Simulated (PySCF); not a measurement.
Match the barriers

Saddle point of SiH₅F, closed shell (SiH₃F ([F][SiH3]) + H₂ → SiH₄ + HF; bonds formed: Si1–H7, F2–H6; bonds broken: Si1–F2, H6–H7), PBE0-D4/def2-TZVP structure:

```json
{"atom": "Si1", "x (Å)": "-0.4070", "y (Å)": "-0.2136", "z (Å)": "-0.0614"}
{"atom": "F2", "x (Å)": "1.4127", "y (Å)": "-0.4277", "z (Å)": "0.5698"}
{"atom": "H3", "x (Å)": "-0.1677", "y (Å)": "-1.2832", "z (Å)": "-1.0512"}
{"atom": "H4", "x (Å)": "-1.5262", "y (Å)": "0.5867", "z (Å)": "-0.6526"}
{"atom": "H5", "x (Å)": "-0.8942", "y (Å)": "-0.5726", "z (Å)": "1.2857"}
{"atom": "H6", "x (Å)": "1.1340", "y (Å)": "0.6705", "z (Å)": "0.1482"}
{"atom": "H7", "x (Å)": "0.4484", "y (Å)": "1.2397", "z (Å)": "-0.2385"}
```

PySCF 2.14 with density fitting (its default auxiliary sets; JK sets also for MP2 and CCSD(T)); basis: def2-TZVPP, with def2-QZVPP for the basis limit; cores frozen in the correlated methods. Extrapolation: Hartree–Fock as exp(−7.88 √X), correlation as X^−2.97. Four methods, as single points on the PBE0-D4 structures, gave these electronic barriers from the start structure: 40.36, 54.15, 62.90, 75.72 kcal/mol.

**Question.** The methods were, in alphabetical order, BHLYP-D4, HF, r2SCAN-D4, SPW92. Which gave which? (Judge from chemistry; the calculation decides.)

**Answer.** Computed: SPW92 40.36; r2SCAN-D4 54.15; BHLYP-D4 62.90; HF 75.72 kcal/mol. For comparison, CCSD(T) at an estimated basis limit (MP2 extrapolated from triple and quadruple zeta, plus CCSD(T) − MP2 in triple zeta) gives 59.63 kcal/mol.

No T1 diagnostic of these runs exceeds 0.014.

Labels in which every atom is bracketed show which atoms are joined, not bond orders.

For scale, one of the runs: CCSD(T)/def2-TZVPP, 143 basis functions, launched by `OMP_NUM_THREADS=4 python run.py`. Hardware: 4 CPU threads of an INTEL XEON PLATINUM 8581C, shared host. Wall time 38 s; peak host memory 0.79 GiB.
